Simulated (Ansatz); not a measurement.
System: ClF, charge 1, multiplicity 2. SMILES of the parent species: ClF

Atoms: F1, Cl2. Bonds: F1-Cl2.

Bond lengths (Å) and angles (degrees) optimised at HF/STO-3G with Ansatz (a quantum-chemistry and plane-wave program); HF/6-31G* with Ansatz; PBE/6-31G* with Ansatz; B3LYP/LANL2DZ with Ansatz; B3LYP/6-31G* with Ansatz; MP2/6-31G* with Ansatz, each started from the B3LYP-D3(BJ)/def2-TZVP structure (Ansatz) of the last column. A row stands for all coordinates that are equal there. 6-31G* holds six Cartesian d functions.

| coordinate | HF/STO-3G | HF/6-31G* | PBE/6-31G* | B3LYP/LANL2DZ | B3LYP/6-31G* | MP2/6-31G* | B3LYP-D3(BJ)/def2-TZVP |
|---|---|---|---|---|---|---|---|
| F1-Cl2 | 1.774 | 1.530 | 1.588 | 1.700 | 1.572 | 1.556 | 1.541 |

Mean signed difference of all 1 bond lengths from B3LYP-D3(BJ)/def2-TZVP: HF/STO-3G 0.233 Å, HF/6-31G* -0.011 Å, PBE/6-31G* 0.047 Å, B3LYP/LANL2DZ 0.159 Å, B3LYP/6-31G* 0.031 Å, MP2/6-31G* 0.015 Å.
